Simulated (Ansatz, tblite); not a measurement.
# The cluster Zn2Cu: rung by rung

Aim: run the doublet of the cluster Zn2Cu at one geometry on many levels, and compare frontier levels, spin and run time.

Method: as each input shows; program: Ansatz 0.2.0, Gaussian basis.

Levels to be run: GFN1-xTB, GFN2-xTB, PBE-D4/def2-TZVP, r2SCAN-D4/def2-TZVP, ωB97M-V/def2-TZVP, B2PLYP/def2-TZVP, HSE06-D4/def2-TZVP, ωB97X-V/def2-TZVP, B3LYP-D4/def2-TZVP, PBE+5HF/def2-TZVP, PBE+10HF/def2-TZVP, PBE+15HF/def2-TZVP, PBE+35HF/def2-TZVP, PBE+50HF/def2-TZVP, PBE-D4/def2-SVP, PBE0-D4/def2-SVP, HF/STO-3G, HF/6-31G, B3LYP-D4/6-31G, PBE0-D4/def2-TZVPD, PBE-D4/def2-TZVPD, r2SCAN-D4/def2-TZVPD, CCSD(T)/def2-TZVP, RPA/def2-TZVP.

### 1 The structure

The geometry is that of the doublet, from an earlier relaxation (PBE-D4/def2-TZVP). At that level it is the lowest of the isomers that a small search found.

3 atoms, charge 0, spin multiplicity 2.

Bond lengths: Cu1–Zn2 2.475 Å, Cu1–Zn3 2.475 Å. Angles: Zn2–Cu1–Zn3 179.9°.

No spin-orbit coupling is included.

PBE0-D4/def2-TZVP was run before; its log isn't repeated, and its numbers join the tables.

### 2 GFN1-xTB

Tight binding, by tblite at 300 K electronic temperature and without a spin-polarisation term:

```python
tblite.interface.Calculator('GFN1-xTB', numbers, positions, charge=0, uhf=1).singlepoint()
```

Energy -167.2832 eV; 0.002 s.

### 3 GFN2-xTB

Tight binding, by tblite at 300 K electronic temperature and without a spin-polarisation term:

```python
tblite.interface.Calculator('GFN2-xTB', numbers, positions, charge=0, uhf=1).singlepoint()
```

Energy -134.3752 eV; 0.002 s.

### 4 PBE-D4/def2-TZVP

start.molden holds the orbitals of an earlier run on this state, given as this run's starting guess.

The input, in.yaml:

```yaml
crystal:
  periodic: [false, false, false]
  atoms:
    - {symbol: Cu, position_ang: [0.000883, 0.001243, 0.000569]}
    - {symbol: Zn, position_ang: [-0.394271, -0.781657, 2.314580]}
    - {symbol: Zn, position_ang: [0.393399, 0.780415, -2.315149]}
basis:
  gaussian: {orbitals: def2-TZVP, initial_orbitals: start.molden}
magnetization: {spin_polarized: true, initial_magnetization: 1}
hamiltonian: {xc: pbe, dispersion: d4}
scf: {omitted_lower_state_checks: [starts]}
output: {forces: true, orbitals: {seedname: orbitals}}
```

Started as:

```bash
ansatz run in.yaml --threads 4 --pin off --events-out ev --progress --plain --max-ram 3916MiB
```

The runs that follow: r2SCAN-D4/def2-TZVP; ωB97M-V/def2-TZVP; B2PLYP/def2-TZVP; HSE06-D4/def2-TZVP; ωB97X-V/def2-TZVP; B3LYP-D4/def2-TZVP; PBE+5HF/def2-TZVP; PBE+10HF/def2-TZVP; PBE+15HF/def2-TZVP; PBE+35HF/def2-TZVP; PBE+50HF/def2-TZVP; PBE-D4/def2-SVP; PBE0-D4/def2-SVP; HF/STO-3G; HF/6-31G; B3LYP-D4/6-31G; PBE0-D4/def2-TZVPD; PBE-D4/def2-TZVPD; r2SCAN-D4/def2-TZVPD; CCSD(T)/def2-TZVP; RPA/def2-TZVP.

**Question.** What will the summary of the whole plan be? Wanted: gap in def2-TZVP, named functionals, smallest and largest; gap over the share of exact exchange; correlation energy, CCSD(T)/def2-TZVP; binding an atom, CCSD(T)/def2-TZVP; ⟨S²⟩ in def2-TZVP, named functionals, smallest and largest; PBE0 total energy, smallest basis above largest.

As calculated:

| quantity | value |
| --- | --- |
| gap in def2-TZVP, named functionals, smallest and largest | 0.59 eV (PBE-D4), 4.99 eV (ωB97X-V) |
| gap over the share of exact exchange | 0.59 eV at 0, 3.21 eV at 0.5 |
| correlation energy, CCSD(T)/def2-TZVP | -31.65 eV |
| binding an atom, CCSD(T)/def2-TZVP | 0.244 eV |
| ⟨S²⟩ in def2-TZVP, named functionals, smallest and largest | 0.756, 0.786 |
| PBE0 total energy, smallest basis above largest | 20.95 eV (def2-SVP, def2-TZVPD) |

Orbital gaps of the named functionals in def2-TZVP span 0.59 eV (PBE-D4) to 4.99 eV (ωB97X-V); exact exchange widens it. Raising the share of exact exchange from 0 to 0.5 moves the HOMO by -0.87 eV and the LUMO by +1.76 eV. A small miss in a minimal or small basis is a cancelling of errors, not accuracy. The functionals in def2-TZVP miss CCSD(T)/def2-TZVP by +0.048 (B2PLYP) to +0.255 eV (r2SCAN-D4) an atom. CCSD(T)/def2-TZVP isn't at the basis-set limit; small misses against it rank nothing. Over the named functionals in def2-TZVP spin contamination reaches 0.04 (ωB97X-V), which is small.
